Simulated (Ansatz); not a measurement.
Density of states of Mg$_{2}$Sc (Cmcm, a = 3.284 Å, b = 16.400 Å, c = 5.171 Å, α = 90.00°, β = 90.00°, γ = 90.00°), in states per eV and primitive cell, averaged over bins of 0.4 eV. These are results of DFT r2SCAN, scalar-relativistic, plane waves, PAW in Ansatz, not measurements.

Settings: cutoff 500 eV, Γ-centred mesh 12×12×8 on the computed 6-atom cell, Gaussian smearing of 0.10 eV; no spin polarisation.

The cell is relaxed at this level. The states (both spins) are summed by tetrahedra on a 18×18×12 mesh at the self-consistent density. Energies are bin centres; the table starts no lower than −8 eV and ends at 6 eV, or lower where the solved bands end.

It is a metal at this level.

| E − E_F (eV) | total | Sc 3d | Mg 3s | Sc 4s |
| --- | --- | --- | --- | --- |
| -6.55 | 0.38 | 0.00 | 0.29 | 0.08 |
| -6.15 | 0.67 | 0.00 | 0.53 | 0.12 |
| -5.75 | 0.73 | 0.01 | 0.56 | 0.15 |
| -5.35 | 0.96 | 0.01 | 0.68 | 0.24 |
| -4.95 | 1.16 | 0.03 | 0.80 | 0.30 |
| -4.55 | 1.31 | 0.05 | 0.91 | 0.32 |
| -4.15 | 1.39 | 0.07 | 0.91 | 0.36 |
| -3.75 | 1.60 | 0.11 | 0.96 | 0.45 |
| -3.35 | 1.79 | 0.18 | 1.02 | 0.49 |
| -2.95 | 2.01 | 0.27 | 1.08 | 0.51 |
| -2.55 | 2.27 | 0.43 | 1.17 | 0.44 |
| -2.15 | 2.40 | 0.60 | 1.03 | 0.45 |
| -1.75 | 2.87 | 0.95 | 0.92 | 0.50 |
| -1.35 | 2.92 | 1.13 | 0.67 | 0.44 |
| -0.95 | 4.00 | 1.97 | 0.48 | 0.43 |
| -0.55 | 4.11 | 2.11 | 0.32 | 0.25 |
| -0.15 | 5.13 | 3.07 | 0.24 | 0.15 |
| 0.25 | 4.96 | 3.52 | 0.13 | 0.16 |
| 0.65 | 5.70 | 4.27 | 0.26 | 0.14 |
| 1.05 | 3.91 | 2.93 | 0.24 | 0.07 |

The columns after the total are the Löwdin projections on the occupied valence shells of the potentials. The rest of the total lies in shells that are empty in the free atom, which aren't projected, and between the atoms.

Whether Mg2Sc exists in this form wasn't checked.